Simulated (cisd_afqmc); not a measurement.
Input (AFQMC/CISD/cc-pVDZ; cisd_afqmc is a phaseless AFQMC code with CISD trial states that reads the integrals written by Ansatz):

Ansatz 0.2 input:
```python
import cisd_afqmc

open("ham.yaml", "w").write("""\
crystal:
  periodic: [false, false, false]
  atoms:
    - {symbol: C, position_ang: [-0.97165697, -0.65156655, -0.00520927]}
    - {symbol: C, position_ang: [0.00620844, 0.49447777, 0.00506174]}
    - {symbol: H, position_ang: [-0.45337239, -1.61395950, -0.01586483]}
    - {symbol: H, position_ang: [-1.61078508, -0.57064172, 0.87489567]}
    - {symbol: H, position_ang: [-1.61344761, -0.55262858, -0.88152790]}
    - {symbol: O, position_ang: [1.18378704, 0.45997031, 0.00292278]}
basis:
  gaussian:
    orbitals: cc-pVDZ
magnetization: {spin_polarized: true, initial_magnetization: 1}
correlation: {method: ccsd, electrons: outside_noble_gas, hamiltonian_folder: ham}
""")
rep = cisd_afqmc.ansatz("ham.yaml")
e_ccsd = rep["correlation"]["coupled_cluster"]["energy"]["hartree"]
out = cisd_afqmc.run("ham", e_ccsd, trial="CISD", walkers=2000, populations=1, threads=12, dt=0.005, steps=40, early=24, settle=10, least=100,
    cut=5e-5, rank_cut=2e-4, target=0.0004, seconds=1000, seed=4, memory=62639, gpu=True)
```

Output:

```
orbitals 54, occupied [9, 8], factors 316 of 520, rank of the doubles 361 of 773
E(HF) = -152.311401
E(CCSD) on the cut factors = -152.769530, shift to the whole factors -0.000011
Energy of the trial state on the determinant = -152.769534
  tau behind 7.2 of longer steps, mean of the populations' last blocks
   2.0  -152.78597
   4.0  -152.78588
   6.0  -152.78653
   8.0  -152.78742
  10.0  -152.78688
  12.0  -152.78610
  14.0  -152.78596
  16.0  -152.78652
  18.0  -152.78749
  20.0  -152.78532
  22.0  -152.78564
blocks 100 (0 outliers left out), error by blocks joined: 1: 0.00019, 2: 0.00024, 4: 0.00028, 8: 0.00032
E(AFQMC/CISD) = -152.78638 +/- 0.00032
```
